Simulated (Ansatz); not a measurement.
Start from `[SiH3]SS` and change one element to get `CSS`.

Ansatz, PBE0-D4/def2-TZVP geometries, multiplicity 1. Each molecule was computed in one conformer, which needn't be the lowest.

```
                                        property  `[SiH3]SS`
           LUMO energy (ωB97M-V/def2-TZVPP) / eV        0.87
size of the dipole moment (B3LYP/def2-TZVPP) / D        1.14
             HOMO energy (B3LYP/def2-TZVPP) / eV       -7.07
              HOMO energy (PBE0/def2-TZVPP) / eV       -7.31
  zero-point energy (PBE0-D4/def2-TZVP) / kJ/mol        95.0
              LUMO energy (PBE0/def2-TZVPP) / eV       -1.20
```

Question: Give the same properties after the change, and the shifts. (Best estimate.)

Answer: Computed: 
```tsv
property	`CSS`	shift
LUMO energy (ωB97M-V/def2-TZVPP) / eV	1.59	0.72
size of the dipole moment (B3LYP/def2-TZVPP) / D	1.72	0.58
HOMO energy (B3LYP/def2-TZVPP) / eV	-6.70	0.37
HOMO energy (PBE0/def2-TZVPP) / eV	-6.93	0.38
zero-point energy (PBE0-D4/def2-TZVP) / kJ/mol	126.2	31.2
LUMO energy (PBE0/def2-TZVPP) / eV	-0.49	0.71
```

With PBE0 the HOMO rises by 0.38 eV and the LUMO rises by 0.71 eV, so the gap widens by about 0.33 eV. PBE moves the HOMO by 0.42 eV and ωB97M-V by 0.33 eV. Dipoles are sizes alone; their direction can turn.

B3LYP here is the variant with VWN-RPA as its local correlation; programs differ in this.
